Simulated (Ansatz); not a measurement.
Geometry optimisation of (H3Si)2NH (Si2NH7).

```yaml
crystal:
  periodic: [false, false, false]
  atoms:
    - {symbol: Si, position_ang: [-0.516810, 0.992300, 1.098270]}
    - {symbol: H, position_ang: [0.314080, 1.825960, 1.968100]}
    - {symbol: H, position_ang: [-1.298170, 1.783360, 0.150960]}
    - {symbol: H, position_ang: [-1.416140, 0.160270, 1.908070]}
    - {symbol: N, position_ang: [0.589860, 0.035240, 0.171660]}
    - {symbol: Si, position_ang: [0.270210, -0.966440, -1.204490]}
    - {symbol: H, position_ang: [1.582650, -1.333950, -1.738510]}
    - {symbol: H, position_ang: [-0.509090, -0.166690, -2.146670]}
    - {symbol: H, position_ang: [-0.481680, -2.174200, -0.840610]}
    - {symbol: H, position_ang: [1.465080, -0.155840, 0.633240]}
basis:
  gaussian: {orbitals: def2-TZVP}
hamiltonian: {xc: {name: B3LYP}, dispersion: d4}
scf: {lower_state_search: "off"}
output: {orbitals: {seedname: orbitals}}
relax: {f_tol: 0.02, max_steps: 100}
```

```sh
$ ansatz run in.yaml --threads 4 --pin off --events-out ev --progress --plain --max-ram 3916MiB
```

Shortened log:

```
Functional definition: B3LYP
mean field -17362.81821598 eV, -638.0718004964 hartree, gradient 8.9e-6 eV, S^2 0.000000; 0 other end points of the search recorded, 0 dependent functions left out
relax step   1: F+E_penalty+E_count = -17363.13305758 eV  Δ(F+E_penalty+E_count) = +0.000e0 eV  max|allowed force component| = 5.475e-1 eV/Å  Δτ_max = 0.0000 Å  (14 SCF iters, accepted)
mean field -17362.86859138 eV, -638.0736517581 hartree, gradient 1.5e-6 eV, S^2 0.000000; 0 other end points of the search recorded, 0 dependent functions left out
relax step   2: F+E_penalty+E_count = -17363.18078062 eV  Δ(F+E_penalty+E_count) = -4.772e-2 eV  max|allowed force component| = 9.796e-2 eV/Å  Δτ_max = 0.0626 Å  (20 SCF iters, accepted)
mean field -17362.87098101 eV, -638.0737395756 hartree, gradient 1.5e-6 eV, S^2 0.000000; 0 other end points of the search recorded, 0 dependent functions left out
relax step   3: F+E_penalty+E_count = -17363.18326780 eV  Δ(F+E_penalty+E_count) = -2.487e-3 eV  max|allowed force component| = 3.006e-2 eV/Å  Δτ_max = 0.0143 Å  (20 SCF iters, accepted)
mean field -17362.87606507 eV, -638.0739264114 hartree, gradient 1.7e-6 eV, S^2 0.000000; 0 other end points of the search recorded, 0 dependent functions left out
relax step   4: F+E_penalty+E_count = -17363.18864829 eV  Δ(F+E_penalty+E_count) = -5.380e-3 eV  max|allowed force component| = 4.218e-2 eV/Å  Δτ_max = 0.1200 Å  (18 SCF iters, accepted)
mean field -17362.87937641 eV, -638.0740481006 hartree, gradient 8.6e-7 eV, S^2 0.000000; 0 other end points of the search recorded, 0 dependent functions left out
relax step   5: F+E_penalty+E_count = -17363.19223274 eV  Δ(F+E_penalty+E_count) = -3.584e-3 eV  max|allowed force component| = 2.001e-1 eV/Å  Δτ_max = 0.1952 Å  (17 SCF iters, accepted)
mean field -17362.88116478 eV, -638.0741138222 hartree, gradient 1.5e-6 eV, S^2 0.000000; 0 other end points of the search recorded, 0 dependent functions left out
relax step   6: F+E_penalty+E_count = -17363.19405127 eV  Δ(F+E_penalty+E_count) = -1.819e-3 eV  max|allowed force component| = 9.065e-2 eV/Å  Δτ_max = 0.0087 Å  (21 SCF iters, accepted)
mean field -17362.88214138 eV, -638.0741497114 hartree, gradient 1.5e-6 eV, S^2 0.000000; 0 other end points of the search recorded, 0 dependent functions left out
relax step   7: F+E_penalty+E_count = -17363.19524471 eV  Δ(F+E_penalty+E_count) = -1.193e-3 eV  max|allowed force component| = 5.930e-3 eV/Å  Δτ_max = 0.0460 Å  (19 SCF iters, accepted)
mean field -17362.88285608 eV, -638.0741759764 hartree, gradient 1.6e-6 eV, S^2 0.000000; 0 other end points of the search recorded, 0 dependent functions left out
relax step   8: F+E_penalty+E_count = -17363.19600817 eV  Δ(F+E_penalty+E_count) = -7.635e-4 eV  max|allowed force component| = 2.737e-2 eV/Å  Δτ_max = 0.0818 Å  (17 SCF iters, accepted)
mean field -17362.88310590 eV, -638.0741851570 hartree, gradient 1.5e-6 eV, S^2 0.000000; 0 other end points of the search recorded, 0 dependent functions left out
relax step   9: F+E_penalty+E_count = -17363.19628338 eV  Δ(F+E_penalty+E_count) = -2.752e-4 eV  max|allowed force component| = 3.568e-2 eV/Å  Δτ_max = 0.0790 Å  (18 SCF iters, accepted)
mean field -17362.88323146 eV, -638.0741897713 hartree, gradient 1.4e-6 eV, S^2 0.000000; 0 other end points of the search recorded, 0 dependent functions left out
relax step  10: F+E_penalty+E_count = -17363.19645106 eV  Δ(F+E_penalty+E_count) = -1.677e-4 eV  max|allowed force component| = 1.728e-2 eV/Å  Δτ_max = 0.0124 Å  (20 SCF iters, accepted)
Total energy: -17363.19673378 eV, -638.0857107688 hartree
Atom 0 at    -0.480623     1.018411     1.091106 Å, force     0.016831    -0.012902     0.006415 eV/Å
Atom 1 at     0.373528     2.052573     1.725265 Å, force    -0.002623    -0.001976    -0.004481 eV/Å
Atom 2 at    -1.325934     1.628381     0.041934 Å, force    -0.000682     0.002736     0.002117 eV/Å
Atom 3 at    -1.362831     0.466674     2.151576 Å, force     0.001102     0.001204    -0.002996 eV/Å
Atom 4 at     0.500135    -0.189444     0.332091 Å, force    -0.017264     0.008139    -0.011931 eV/Å
Atom 5 at     0.307364    -0.942880    -1.214529 Å, force     0.013097    -0.003600     0.017277 eV/Å
Atom 6 at     1.616263    -1.042120    -1.906012 Å, force    -0.004711     0.002895     0.001251 eV/Å
Atom 7 at    -0.624073    -0.107471    -2.003148 Å, force     0.001100    -0.001721    -0.002899 eV/Å
Atom 8 at    -0.247361    -2.318219    -1.124671 Å, force     0.000311     0.003492    -0.000465 eV/Å
Atom 9 at     1.243522    -0.565895     0.906407 Å, force    -0.007161     0.001733    -0.004288 eV/Å
Dipole moment:     0.143279    -0.070081     0.108670 e Å
Checks for a lower state left out: stability, starts, cluster_reference, orbital_swaps, neighbouring_geometries, increment
```

Run time 5.5 s (4 threads of AMD EPYC 9R45 on a shared host).
